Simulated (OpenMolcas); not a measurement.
# HBS (SMILES B=S): the energy, rung by rung

HBS has 3 atoms, charge 0, and is taken as a singlet. As SMILES, `B=S`. Geometry: relaxed at GFN2-xTB.

```csv
atom,x (Å),y (Å),z (Å)
B,-0.0410,-0.0161,0.1425
S,0.3953,0.1465,-1.3797
H,-0.3543,-0.1304,1.2371
```

Quantity: the energy change with the B1–S2 bond stretched from 1.592 to 2.388 Å, in eV. The values are calculated.

| level | kind | program | value (eV) | less FCI/STO-3G | CPU time (all runs) |
| --- | --- | --- | --- | --- | --- |
| HF/STO-3G (restricted) | Hartree–Fock | OpenMolcas | 7.12 | +0.81 | 2.9 s |
| SVWN5/STO-3G (restricted) | LDA | OpenMolcas | 6.81 | +0.50 | 6.1 s |
| PBE/STO-3G (restricted) | GGA | OpenMolcas | 6.52 | +0.21 | 6 s |
| r2SCAN/STO-3G (restricted) | meta-GGA | OpenMolcas | 6.89 | +0.58 | 6.3 s |
| M06-2X/STO-3G (restricted) | hybrid meta-GGA | OpenMolcas | 7.32 | +1.01 | 6.1 s |
| B2PLYP/STO-3G (restricted) | double hybrid | OpenMolcas | 7.04 | +0.73 | 5.3 s |
| CISD/STO-3G (restricted) | coupled cluster or CI | OpenMolcas | 6.71 | +0.40 | 3.2 s |
| FCI/STO-3G | exact in the basis | OpenMolcas | 6.31 | 0.00 | 4.2 s |

FCI/STO-3G is exact within its basis and frozen core, so for wave-function methods in that basis the difference is their error; functionals converge differently with the basis, so for them it is only a difference. Spin-restricted single references rise too steeply as a bond breaks. The first shape isn't each level's own minimum. The values span 6.31 to 7.32 eV. All rows use very small basis sets, so even the best lies far from the true value. CPU times are rough (shared hosts, several kinds of processor): they show what a rung costs within a factor of a few.
